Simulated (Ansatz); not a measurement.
```yaml
crystal:
  periodic: [false, false, false]
  atoms:
    - {symbol: N, position_ang: [0.762339, 1.255120, 0.194067]}
    - {symbol: C, position_ang: [0.668604, 0.017348, 0.059657]}
    - {symbol: Cl, position_ang: [2.016491, -1.097016, 0.067600]}
    - {symbol: C, position_ang: [-0.660077, -0.646664, -0.127545]}
    - {symbol: O, position_ang: [-1.701179, 0.274330, -0.127209]}
    - {symbol: H, position_ang: [1.709627, 1.598939, 0.314652]}
    - {symbol: H, position_ang: [-0.783883, -1.385779, 0.675746]}
    - {symbol: H, position_ang: [-0.626866, -1.207604, -1.071551]}
    - {symbol: H, position_ang: [-1.296557, 1.145227, -0.002417]}
basis:
  gaussian: {orbitals: aug-pcseg-2}
hamiltonian: {xc: {name: HF}}
correlation: {method: mp2, frozen_orbitals: {N: 9}}
output: {forces: true}
```

```sh
$ ansatz run in.yaml --threads 2 --pin off --events-out ev --progress --plain --max-ram 4352MiB
```

Shortened log:

```
Functional definition: HF
Error: "frozen_orbitals" has no count for C
```

In this input frozen orbitals are typed for one element alone, and the program wants a count for each. The program refused the input.
